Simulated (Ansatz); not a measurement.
## Ga–P–SH, quartet: the ladder up to UCCSDT(Q)

Geometry: that of the Ga–P–SH, doublet, kept fixed. The doublet lies 1.7 eV lower here.

```yaml
atoms:
  - { symbol: Ga, position_ang: [0.0000, -0.1811, 1.2543] }
  - { symbol: P, position_ang: [0.0000, 1.1308, -0.8246] }
  - { symbol: S, position_ang: [0.0000, -0.6909, -1.8333] }
  - { symbol: H, position_ang: [0.0000, -0.2437, -3.1036] }
```

Basis cc-pVDZ; Ansatz 0.2.0. Correlated methods freeze the noble-gas cores and the filled d shells of p-block atoms, which leaves 15 electrons in 44 orbitals. Prefix R: restricted or restricted open-shell reference; prefix U: unrestricted. Active spaces: valence = (11e, 11o, short of the full valence) chosen from the atoms' valence shells. No spin–orbit coupling is included, and no scalar relativity.

Full CI isn't at hand for all of this; UCCSDT(Q) serves as the reference, and is uncertain by about the last step of the cluster series. The frozen core follows each run's orbitals, which can shift R against U totals by a few meV for light atoms and by up to 0.1 eV past Ca.

The UHF ⟨S²⟩ is 3.804, the T1 diagnostic (RCCSD) is 0.0399 and the largest doubles amplitude (RCCSD) is 0.068. The T1 diagnostic (UCCSD) is 0.0320.

```tsv
level	E − E(UCCSDT(Q)) (kJ/mol)	share of correlation (%)	wall time
UHF	827.3	3.28	–
UMP2	149.2	82.55	–
UCCSD	38.2	95.53	–
UCCSD(T)	7.5	99.12	30 s
UCCSDT	2.8	99.67	–
```

The correlation energy at UCCSDT(Q), counted from RHF, is -8.865 eV. That run took 2 min on 1 thread of Arm Neoverse V1, shared host.

Run but not shown, since their state or frozen core can't be matched to the reference's or they repeat it: RHF, RMP2, RCCSD, RCCSD(T), BCCD(T), RCCSDT, RCCSDT(Q), CASSCF (valence space), NEVPT2 (valence space).

Times hold each run's SCF and search for its determinant on a shared host, so for small cases they say little of a method's own cost; they ran on 1 thread of Arm Neoverse V1.

Natural occupations of CASSCF (valence space) about the gap: 1.976 1.967 1.945 1.004 1.003 0.998 0.036 0.031 0.030 0.026; effectively unpaired electrons, Σ n²(2−n)², 3.03.
